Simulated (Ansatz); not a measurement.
in.yaml

```yaml
crystal:
  periodic: [false, false, false]
  atoms:
    - {symbol: Br, position_ang: [0.000000, 0.000000, 0.000000]}
    - {symbol: H, position_ang: [0.000000, 0.000000, 1.702000]}
basis:
  gaussian: {orbitals: cc-pVDZ}
correlation: {active_space: {window: {electrons: 8, orbitals: 4}, fixed_orbitals: true}}
output: {forces: true}
```

```sh
$ ansatz run in.yaml --threads 1 --pin off --events-out ev --progress --plain --max-ram 2393MiB
```

The program prints:

```
363 factors; integrals over basis functions are off by at most 7.8e-4 eV
mean field evaluation 1: about -70012.7570 eV, gradient 1.0e1 eV
mean field evaluation 2: about -70012.7571 eV, gradient 1.0e1 eV
mean field evaluation 4: about -70013.2988 eV, gradient 9.4e-1 eV
mean field evaluation 8: about -70013.3050 eV, gradient 4.2e-4 eV
mean field -70013.30500710 eV, -2572.9415022883 hartree, gradient 1.7e-6 eV, S^2 0.000000; 0 other end points of the search recorded, 0 dependent functions left out
reference -70013.30500710 eV, -2572.9415022883 hartree; 18, 18 occupied and 14, 14 virtual orbitals, 363 factors
state -70013.30500710 eV, -2572.9415022883 hartree
the calculation of the forces begins
Total energy: -70013.30500710 eV, -2572.9415022883 hartree
Atom 0 at     0.000000     0.000000     0.000000 Å, force     0.000000     0.000000     4.297799 eV/Å
Atom 1 at     0.000000     0.000000     1.702000 Å, force    -0.000000    -0.000000    -4.297799 eV/Å
Dipole moment:    -0.000000     0.000000     0.264873 e Å
```

Natural occupations: 2.0000 2.0000 2.0000 2.0000.

Forces (eV/Å):
```
Br   0.000  0.000  4.298
H    0.000  0.000 -4.298
```

Ran on 1 thread of Arm Neoverse V1, shared host: 0.42 s wall, 0.17 GiB peak host memory.
